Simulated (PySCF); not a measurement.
Species: CH2F2.
Geometry (PBE0-D3(BJ)/def2-TZVP, Å), atoms numbered from 1 in this order:
```xyz
5
CH2F2 angstrom
F     -1.0401    0.8887   -0.0246
C      0.0429    0.0816    0.0190
F      1.1541    0.8494    0.0146
H      0.0155   -0.4933    0.9487
H      0.0474   -0.5491   -0.8742
```

Linear response at PBE0/aug-cc-pVTZ (PySCF, frozen core in the response, non-relativistic). Isolated species at its PBE0-D3(BJ)/def2-TZVP geometry, gas phase.

Static isotropic polarisability: 17.75 au (2.63 Å³), principal values 16.8, 17.7, 18.7 au.

(1) What is the polarisability at 1064 nm and at the sodium D line?

(2) What is the isotropic C6 coefficient between two such molecules, C6 = (3/π)∫α(iω)² dω?

(3) Which effective excitation energy ω̄ makes London's formula C6 = (3/4)α²ω̄ exact here?

(4) How anisotropic is the static polarisability, by Δα² = ½[(α1 − α2)² + (α2 − α3)² + (α3 − α1)²]?

(5) The lowest 10 singlets have (eV, f): 8.74, 0.027; 9.43, 0.000; 9.58, 0.031; 9.64, 0.010; 10.59, 0.021; 10.83, 0.000; 11.19, 0.000; 11.20, 0.050; 11.32, 0.020; 11.38, 0.000. What share of the static polarisability do they carry in the sum over states α = Σ f/ω²?

(6) What molar refraction at the D line follows from R = (4π/3)·N_A·α′, with α′ the polarisability volume?

## Answers

(1) 17.83 au at 1064 nm (+0.5 %), 18.02 au at 589.3 nm (+1.5 %). The rise at 589.3 nm is 3.32 times that at 1064 nm; a pure ω² law gives 3.26. The lowest singlet lies at 142 nm, shorter than both wavelengths.

(2) 179.4 au (Eh·bohr⁶) by a ten-point quadrature over imaginary frequencies, which is 107 eV·Å⁶ or 10.3 J·nm⁶/mol.

(3) ω̄ = 4·C6/(3α²) = 0.759 Eh = 20.7 eV. A one-pole form α(ω) = α/(1 − ω²/ω̄²) fitted to the 1064 nm value gives 17.2 eV.

(4) Δα = 1.7 au, or 0.09 of the isotropic value.

(5) 1.14 au, 6.4 % of α; the largest term, 0.29 au, is that of the state at 11.20 eV. Their oscillator strengths add up to 0.16. Higher states carry the rest.

(6) α′ = 2.67 Å³ gives R = 6.74 cm³/mol, for isolated, non-vibrating species.

Time: 15 s wall; peak memory 0.58 GiB. Hardware: an Arm Neoverse N1 with one thread, shared host with 64 logical CPUs at a one-minute load of 56. This is the whole response run at PBE0/aug-cc-pVTZ, SCF included.
